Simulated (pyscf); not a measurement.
## Substitution at C: `[CH3][Al]([CH3])[CH3]` + `[H]` [doublet] -> `[CH4]` + `[CH3][Al][CH3]` [doublet]

Gas phase, doublet surface, charge 0. Bonds broken: C1–Al2. Bonds formed: C1–H14. Single points on ωB97X-D3(BJ)/def2-SVP structures (PySCF, gas phase).

Transition state (Å):

```xyz
14

C      0.9373     1.3653    -0.4733
Al    -1.0117     0.7091     0.0158
C     -1.4646    -1.1382    -0.4909
C     -1.8137     1.4880     1.6358
H      1.1431     0.6965     0.3859
H      0.8941     2.4414    -0.2983
H      1.0895     0.9801    -1.4827
H     -0.9367    -1.4960    -1.3900
H     -2.5480    -1.2382    -0.6810
H     -1.2305    -1.8368     0.3333
H     -2.9144     1.5220     1.5511
H     -1.4674     2.5109     1.8569
H     -1.5917     0.8625     2.5200
H      2.4626     1.4745    -0.3564
```

One imaginary mode, 1778i cm⁻¹; descent along it reached the two sides named.

| bond | change | reactant side (Å) | saddle | product side |
|---|---|---|---|---|
| C1–Al2 | breaks | 1.963 | 2.114 | 3.2 |
| C1–H14 | forms | 3.9 | 1.534 | 1.099 |

Electronic energies relative to the separated reactants (kcal/mol):

| level | barrier | reaction energy | reverse barrier |
|---|---|---|---|
| ωB97X-D3(BJ)/def2-TZVP | 24.6 | -24.4 | 49.0 |
| PBE/def2-TZVP | 12.6 | -28.4 | 41.0 |
| r²SCAN/def2-TZVP | 13.1 | -28.4 | 41.5 |
| B3LYP-D3(BJ)/def2-TZVP | 16.4 | -29.4 | 45.8 |
| PBE0-D3(BJ)/def2-TZVP | 17.2 | -26.8 | 44.0 |
| M06-2X/def2-TZVP | 21.2 | -26.6 | 47.8 |
| ωB97M-D3(BJ)/def2-TZVP | 23.1 | -24.6 | 47.7 |
| HF/def2-TZVP | 38.5 | -26.5 | 65.0 |

With ωB97M-D3(BJ)/def2-TZVP energies and thermal terms (ideal gas, 1 atm, RRHO with modes under 100 cm⁻¹ raised to 100, one conformer, R ln 2 for chiral ones without a mode under 150 cm⁻¹), in kcal/mol:

```tsv
T (K)	ΔH‡	ΔG‡	ΔH	ΔG
298	24.0	31.1	-19.9	-21.4
600	23.3	38.5	-21.6	-22.3
900	22.8	46.3	-23.4	-22.2
1200	22.4	54.2	-24.9	-21.6
```

Abstraction by the radical was not located in this set and often lies lower. This is the saddle that the search found; another between the same sides may lie lower. The angle at the attacked C is 157°.
